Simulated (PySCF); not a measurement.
## Relaxation of singlet Si(OH)₂

All numbers come from PySCF, PBE0, basis Si def2-SVP, O def2-SVP, H def2-SVP (no relativity, density fitting). A (50,194) grid was used.

A hand-made bent (heavy-atom frame) start, of C2 symmetry, held to at least that symmetry:

```xyz
5
charge 0 multiplicity 1, angstrom
Si    0.0000    0.0000   -0.5748
O     1.4663    0.0000    0.4519
O    -1.4663    0.0000    0.4519
H     1.9718   -0.7354    0.8058
H    -1.9718    0.7354    0.8058
```

Q: What forces act on the atoms at the start (eV/Å)?

A: 
```
atom     Fx     Fy     Fz
 Si1   0.00   0.00   2.67
  O2  -2.44   0.22  -1.39
  O3   2.44  -0.22  -1.39
  H4  -0.06  -0.14   0.06
  H5   0.06   0.14   0.06
```

Q: What does it relax to?

A: It ends at C2v with O–H 0.963 Å (×2), Si–O 1.666 Å (×2); H–O–Si 113.7° (×2), O–Si–O 97.5°. A frequency run shows a minimum.

Q: How much energy is released, and in how many steps?

A: 91.7 kJ/mol in 13 steps.

The relaxation took about 22 core-seconds on a shared host.
